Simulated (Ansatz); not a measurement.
# BO+ (quintet): wave-function methods side by side, cc-pVDZ

Aim: climb from Hartree-Fock through coupled cluster for BO+ (quintet) at one geometry and basis, and see what each rung misses.

The runs use Ansatz 0.2.0, Gaussian basis; cc-pVDZ, core rule «outside noble gas», up to 2 orbitals frozen.

Plan: UHF; CCSD(T) on ROHF; CCSD(T) on UHF; BCCD(T) on ROHF; CISD as a restricted active space (open shells left free, so some higher excitations enter); CCSDT(Q) on ROHF; CCSDT(Q) on UHF.

21 further runs of the same task are left out: 2 for a known fault of the program, 8 that didn't finish, 11 set aside as unsound or not needed. Runs told in other sessions of the task aren't counted.

## Step 1: The geometry

The geometry is a PBE0/def2-TZVP stationary point (not a proven minimum) of the parent state, kept for this charge and spin.

2 atoms, charge 1, spin multiplicity 5.

Atoms are counted from 1 here; the program's logs count them from 0.

Bond lengths: B1–O2 1.403 Å.

In the tables R marks a restricted open-shell determinant and U an unrestricted one; energies count from the table's Hartree-Fock row.

## Step 2: UHF

The input, in.yaml:

```yaml
crystal:
  periodic: [false, false, false]
  atoms:
    - {symbol: B, position_ang: [0.000000, 0.000000, 0.000000]}
    - {symbol: O, position_ang: [0.000000, 0.000000, 1.403204]}
basis:
  gaussian: {orbitals: cc-pVDZ}
total_charge: 1
magnetization: {spin_polarized: true, initial_magnetization: 4}
hamiltonian: {xc: hf}
output: {orbitals: {seedname: orbitals}}
```

Launch:

```bash
ansatz run in.yaml --threads 1 --pin off --events-out ev --progress --plain --max-ram 2393MiB
```

What it wrote:

```text
Functional definition: HF
  name "HF"
  cite "Fock, Z. Phys. 61, 126 (1930) doi:10.1007/BF01340294"
  parent pbe
  exchange = exact_x
  correlation = 0
260 factors; integrals over basis functions are off by at most 6.7e-4 eV
mean field evaluation 1: about -2690.9615 eV, gradient 1.1e1 eV
mean field evaluation 2: about -2690.9644 eV, gradient 1.1e1 eV
mean field evaluation 4: about -2692.2006 eV, gradient 1.7e0 eV
mean field evaluation 8: about -2692.2448 eV, gradient 4.8e-4 eV
mean field -2692.24483150 eV, -98.9381726884 hartree, gradient 1.5e-5 eV, S^2 6.007513; 0 other end points of the search recorded, 0 dependent functions left out
reference -2692.24483150 eV, -98.9381726884 hartree; 8, 4 occupied and 20, 24 virtual orbitals, 260 factors
Total energy: -2692.24483150 eV, -98.9381726884 hartree
```

Run time: 0.12 s. Hardware: 1 thread of Arm Neoverse V2, shared host.

From the report: ⟨S²⟩ of the determinant 6.008 (pure quintet: 6.00).

## Step 3: CCSD(T) on ROHF

The input, in.yaml:

```yaml
crystal:
  periodic: [false, false, false]
  atoms:
    - {symbol: B, position_ang: [0.000000, 0.000000, 0.000000]}
    - {symbol: O, position_ang: [0.000000, 0.000000, 1.403204]}
basis:
  gaussian: {orbitals: cc-pVDZ}
total_charge: 1
magnetization: {spin_polarized: false, initial_magnetization: 4}
correlation: {method: ccsd_t, electrons: outside_noble_gas}
output: {forces: true}
```

Same command.

What it wrote, cut to the lines that bear on the results:

```text
Functional definition: HF
  name "HF"
  cite "Fock, Z. Phys. 61, 126 (1930) doi:10.1007/BF01340294"
  parent pbe
[...]
260 factors; integrals over basis functions are off by at most 6.7e-4 eV
[...]
mean field -2692.06711593 eV, -98.9316417618 hartree, gradient 1.1e-6 eV, S^2 6.000000; 4 other end points of the search recorded, 0 dependent functions left out
determinant -2692.06711593 eV, -98.9316417618 hartree, with singles and doubles -2695.92862521 eV, -99.0735496103 hartree
determinant -2689.75036012 eV, -98.8465025562 hartree, with singles and doubles -2693.57198265 eV, -98.9869445937 hartree
determinant -2689.37464083 eV, -98.8326951271 hartree, with singles and doubles -2693.15931693 eV, -98.9717794082 hartree
2 core orbitals not correlated: weight in the atoms' cores, before any rotation towards them, 1.000 or more for the frozen orbitals, at most 0.000 for the correlated occupied ones
reference -2692.06711593 eV, -98.9316417618 hartree; 6, 2 occupied and 20, 24 virtual orbitals, 260 factors
second order -3.17731969 eV of doubles, -0.12227080 eV of singles
cycle   1  -3.86158805 eV  change   -7.9e-5 eV  update   3.4e-4
[...]
cycle   7  -3.86172591 eV  change   -2.6e-7 eV  update   8.6e-7
perturbative correction -0.05416316 eV, -0.0019904595 hartree
[...]
Total energy: -2695.98300501 eV, -99.0755480312 hartree
Atom 0 at     0.000000     0.000000     0.000000 Å, force    -0.000000     0.000000    -7.638016 eV/Å
Atom 1 at     0.000000     0.000000     1.403204 Å, force     0.000000     0.000000     7.638016 eV/Å
Dipole moment:     0.000000     0.000000    -0.085953 e Å
```

It took 0.84 s on 1 thread of Arm Neoverse V2, shared host.

From the report: correlation -3.9159 eV; T1 0.016; largest double amplitude 0.03.

## Step 4: CCSD(T) on UHF

Changes to in.yaml since step 3:

```diff
@@ -8,3 +8,3 @@
 total_charge: 1
-magnetization: {spin_polarized: false, initial_magnetization: 4}
+magnetization: {spin_polarized: true, initial_magnetization: 4}
 correlation: {method: ccsd_t, electrons: outside_noble_gas}
```

Same command.

What it wrote, cut to the lines that bear on the results:

```text
Functional definition: HF
  name "HF"
  cite "Fock, Z. Phys. 61, 126 (1930) doi:10.1007/BF01340294"
  parent pbe
[...]
260 factors; integrals over basis functions are off by at most 6.7e-4 eV
[...]
mean field -2692.24483150 eV, -98.9381726884 hartree, gradient 8.4e-7 eV, S^2 6.007513; 4 other end points of the search recorded, 0 dependent functions left out
determinant -2692.24483150 eV, -98.9381726884 hartree, with singles and doubles -2695.93252314 eV, -99.0736928567 hartree
determinant -2689.88561658 eV, -98.8514731394 hartree, with singles and doubles -2693.57502351 eV, -98.9870563431 hartree
determinant -2689.52400682 eV, -98.8381842256 hartree, with singles and doubles -2693.16292858 eV, -98.9719121340 hartree
2 core orbitals not correlated: weight in the atoms' cores, before any rotation towards them, 1.000 or more for the frozen orbitals, at most 0.000 for the correlated occupied ones
reference -2692.24483150 eV, -98.9381726884 hartree; 6, 2 occupied and 20, 24 virtual orbitals, 260 factors
second order -3.12068020 eV of doubles, -0.00000000 eV of singles
cycle   1  -3.68779716 eV  change   -1.1e-4 eV  update   3.5e-4
[...]
cycle   7  -3.68792607 eV  change    1.3e-7 eV  update   8.3e-7
perturbative correction -0.05258791 eV, -0.0019325702 hartree
[...]
Total energy: -2695.98534548 eV, -99.0756340421 hartree
Atom 0 at     0.000000     0.000000     0.000000 Å, force    -0.000000     0.000000    -7.637691 eV/Å
Atom 1 at     0.000000     0.000000     1.403204 Å, force     0.000000     0.000000     7.637691 eV/Å
Dipole moment:     0.000000    -0.000000    -0.085950 e Å
```

Run time: 0.84 s. Hardware: 1 thread of Arm Neoverse V2, shared host.

From the report: ⟨S²⟩ of the determinant 6.008 (pure quintet: 6.00); correlation -3.7405 eV; T1 0.010; largest double amplitude 0.03.

## Step 5: BCCD(T) on ROHF

The input, in.yaml:

```yaml
crystal:
  periodic: [false, false, false]
  atoms:
    - {symbol: B, position_ang: [0.000000, 0.000000, 0.000000]}
    - {symbol: O, position_ang: [0.000000, 0.000000, 1.403204]}
basis:
  gaussian: {orbitals: cc-pVDZ}
total_charge: 1
magnetization: {spin_polarized: false, initial_magnetization: 4}
correlation: {method: bccd_t, electrons: outside_noble_gas}
```

Same command.

What it wrote, cut to the lines that bear on the results:

```text
Functional definition: HF
  name "HF"
  cite "Fock, Z. Phys. 61, 126 (1930) doi:10.1007/BF01340294"
  parent pbe
[...]
260 factors; integrals over basis functions are off by at most 6.7e-4 eV
[...]
mean field -2692.06711593 eV, -98.9316417618 hartree, gradient 1.1e-6 eV, S^2 6.000000; 4 other end points of the search recorded, 0 dependent functions left out
determinant -2692.06711593 eV, -98.9316417618 hartree, with singles and doubles -2695.92862521 eV, -99.0735496103 hartree
determinant -2689.75036012 eV, -98.8465025562 hartree, with singles and doubles -2693.57198265 eV, -98.9869445937 hartree
determinant -2689.37464083 eV, -98.8326951271 hartree, with singles and doubles -2693.15931693 eV, -98.9717794082 hartree
2 core orbitals not correlated: weight in the atoms' cores, before any rotation towards them, 1.000 or more for the frozen orbitals, at most 0.000 for the correlated occupied ones
reference -2692.06711593 eV, -98.9316417618 hartree; 6, 2 occupied and 20, 24 virtual orbitals, 260 factors
second order -3.17731969 eV of doubles, -0.12227080 eV of singles
cycle   1  -3.86093217 eV  change    5.8e-4 eV  update   3.3e-3
[...]
cycle   7  -3.85954535 eV  change   -5.5e-6 eV  update   7.1e-6
perturbative correction -0.05614062 eV, -0.0020631296 hartree
Total energy: -2695.98280190 eV, -99.0755405670 hartree
```

It took 0.6 s on 1 thread of Arm Neoverse V2, shared host.

From the report: correlation -3.9157 eV; largest double amplitude 0.03.

## Step 6: CISD as a restricted active space (open shells left free, so some higher excitations enter)

Changes to in.yaml since step 5:

```diff
@@ -9,2 +9,2 @@
 magnetization: {spin_polarized: false, initial_magnetization: 4}
-correlation: {method: bccd_t, electrons: outside_noble_gas}
+correlation: {active_space: {ras: {orbitals: [2, 4, 20], electrons: 8, max_holes: 2, max_particles: 2}, fixed_orbitals: true}}
```

The command is unchanged.

What it wrote:

```text
Functional definition: HF
  name "HF"
  cite "Fock, Z. Phys. 61, 126 (1930) doi:10.1007/BF01340294"
  parent pbe
  exchange = exact_x
  correlation = 0
260 factors; integrals over basis functions are off by at most 6.7e-4 eV
mean field evaluation 1: about -2690.9668 eV, gradient 1.1e1 eV
mean field evaluation 2: about -2690.9689 eV, gradient 1.1e1 eV
mean field evaluation 4: about -2692.0654 eV, gradient 5.6e-1 eV
mean field evaluation 8: about -2692.0671 eV, gradient 5.5e-5 eV
mean field evaluation 16: about -2692.0671 eV, gradient 3.3e-6 eV
mean field -2692.06711593 eV, -98.9316417618 hartree, gradient 1.1e-6 eV, S^2 6.000000; 2 other end points of the search recorded, 0 dependent functions left out
reference -2692.06711593 eV, -98.9316417618 hartree; 8, 4 occupied and 20, 24 virtual orbitals, 260 factors
state -2695.85647935 eV, -99.0708982991 hartree
Total energy: -2695.85647935 eV, -99.0708982991 hartree
```

It took 1.1 s on 1 thread of Arm Neoverse V2, shared host.

From the report: 11,272 determinants.

## Step 7: CCSDT(Q) on ROHF

Changes to in.yaml since step 6:

```diff
@@ -9,2 +9,2 @@
 magnetization: {spin_polarized: false, initial_magnetization: 4}
-correlation: {active_space: {ras: {orbitals: [2, 4, 20], electrons: 8, max_holes: 2, max_particles: 2}, fixed_orbitals: true}}
+correlation: {method: ccsdt_q, electrons: outside_noble_gas}
```

Launched as before.

What it wrote, cut to the lines that bear on the results:

```text
Functional definition: HF
  name "HF"
  cite "Fock, Z. Phys. 61, 126 (1930) doi:10.1007/BF01340294"
  parent pbe
[...]
463 factors; integrals over basis functions are off by at most 1.5e-7 eV
[...]
mean field -2692.06715891 eV, -98.9316433413 hartree, gradient 1.1e-6 eV, S^2 6.000000; 4 other end points of the search recorded, 0 dependent functions left out
determinant -2692.06715891 eV, -98.9316433413 hartree, with singles and doubles -2695.92867299 eV, -99.0735513664 hartree
determinant -2689.75040471 eV, -98.8465041946 hartree, with singles and doubles -2693.57203498 eV, -98.9869465169 hartree
determinant -2689.37468644 eV, -98.8326968030 hartree, with singles and doubles -2693.15936828 eV, -98.9717812953 hartree
2 core orbitals not correlated: weight in the atoms' cores, before any rotation towards them, 1.000 or more for the frozen orbitals, at most 0.000 for the correlated occupied ones
reference -2692.06715891 eV, -98.9316433413 hartree; 6, 2 occupied and 20, 24 virtual orbitals, 463 factors
second order -3.17733076 eV of doubles, -0.12227060 eV of singles
cycle   1  -3.71603470 eV  change   -4.1e-1 eV  update   4.1e-2
[...]
cycle  16  -3.92699120 eV  change   -3.5e-8 eV  update   3.9e-7
perturbative correction -0.00185941 eV, -0.0000683320 hartree
Total energy: -2695.99600952 eV, -99.0760259381 hartree
```

It took 3.3 s on 1 thread of Arm Neoverse V2, shared host.

From the report: correlation -3.9289 eV; T1 0.016; largest double amplitude 0.03.

## Step 8: CCSDT(Q) on UHF

Changes to in.yaml since step 7:

```diff
@@ -8,3 +8,3 @@
 total_charge: 1
-magnetization: {spin_polarized: false, initial_magnetization: 4}
+magnetization: {spin_polarized: true, initial_magnetization: 4}
 correlation: {method: ccsdt_q, electrons: outside_noble_gas}
```

Launched as before.

What it wrote, cut to the lines that bear on the results:

```text
Functional definition: HF
  name "HF"
  cite "Fock, Z. Phys. 61, 126 (1930) doi:10.1007/BF01340294"
  parent pbe
[...]
463 factors; integrals over basis functions are off by at most 1.5e-7 eV
[...]
mean field -2692.24487457 eV, -98.9381742713 hartree, gradient 8.4e-7 eV, S^2 6.007513; 4 other end points of the search recorded, 0 dependent functions left out
determinant -2692.24487457 eV, -98.9381742713 hartree, with singles and doubles -2695.93257112 eV, -99.0736946199 hartree
determinant -2689.88566135 eV, -98.8514747848 hartree, with singles and doubles -2693.57507590 eV, -98.9870582686 hartree
determinant -2689.52405285 eV, -98.8381859172 hartree, with singles and doubles -2693.16297972 eV, -98.9719140134 hartree
2 core orbitals not correlated: weight in the atoms' cores, before any rotation towards them, 1.000 or more for the frozen orbitals, at most 0.000 for the correlated occupied ones
reference -2692.24487457 eV, -98.9381742713 hartree; 6, 2 occupied and 20, 24 virtual orbitals, 463 factors
second order -3.12069088 eV of doubles, -0.00000000 eV of singles
cycle   1  -3.53099314 eV  change   -4.1e-1 eV  update   4.1e-2
[...]
cycle  16  -3.75145414 eV  change   -1.7e-7 eV  update   4.2e-7
perturbative correction -0.00195739 eV, -0.0000719327 hartree
Total energy: -2695.99828609 eV, -99.0761096006 hartree
```

It took 3 s on 1 thread of Arm Neoverse V2, shared host.

From the report: ⟨S²⟩ of the determinant 6.008 (pure quintet: 6.00); correlation -3.7534 eV; T1 0.010; largest double amplitude 0.03.

## Step 9: Misses and costs

The yardstick is UCCSDT(Q), where the cluster series has nearly closed. Rows without a time are mean-field rows or come out of runs for another level: lower rungs of the coupled-cluster runs, or the Hartree-Fock search. The times of RCCSD(T), UCCSD(T) include forces.

| method | energy from the lowest ROHF (kJ/mol) | from UCCSDT(Q) (kJ/mol) | time |
| --- | --- | --- | --- |
| ROHF | 0.0 | +379.3 |  |
| UHF | -17.1 | +362.2 |  |
| RMP2 | -318.4 | +60.9 |  |
| UMP2 | -318.2 | +61.1 |  |
| CISD | -365.6 | +13.7 | 1.1 s |
| RCCSD | -372.6 | +6.7 |  |
| UCCSD | -373.0 | +6.3 |  |
| RCCSD(T) | -377.8 | +1.5 | 0.84 s |
| UCCSD(T) | -378.1 | +1.2 | 0.84 s |
| BCCD(T) | -377.8 | +1.5 | 0.6 s |
| RCCSDT | -378.9 | +0.4 |  |
| UCCSDT | -379.1 | +0.2 |  |
| RCCSDT(Q) | -379.1 | +0.2 | 3.3 s |
| UCCSDT(Q) | -379.3 | 0 | 3 s |

Among the levels timed on like hardware and quicker than the yardstick, those that no quicker one beats, quickest first: BCCD(T) (0.6 s, +1.5 kJ/mol); UCCSD(T) (0.84 s, +1.2 kJ/mol). Runs this short are mostly start-up, so their order is noise.

## Step 10: Outcome

```
                         quantity                                                   value
    UCCSDT(Q) from the ROHF energy                                              -3.9312 eV
              RMP2 from UCCSDT(Q)                                            +60.9 kJ/mol
              UMP2 from UCCSDT(Q)                                            +61.1 kJ/mol
             RCCSD from UCCSDT(Q)                                             +6.7 kJ/mol
          RCCSD(T) from UCCSDT(Q)                                             +1.5 kJ/mol
          UCCSD(T) from UCCSDT(Q)                                             +1.2 kJ/mol
         RCCSDT(Q) from UCCSDT(Q)                                             +0.2 kJ/mol
levels within 1 kcal/mol (43 meV)  RCCSD(T), UCCSD(T), BCCD(T), RCCSDT, UCCSDT, RCCSDT(Q)
                    T1 diagnostic                                                   0.016
```

RCCSD(T) misses by +1.5 kJ/mol, 0.4 % of the correlation energy. These misses are within one basis, not against nature; the frozen cores of restricted and unrestricted runs differ, which can shift their rows.

With open shells the CI space here admits some higher excitations, so it is larger than plain CISD.
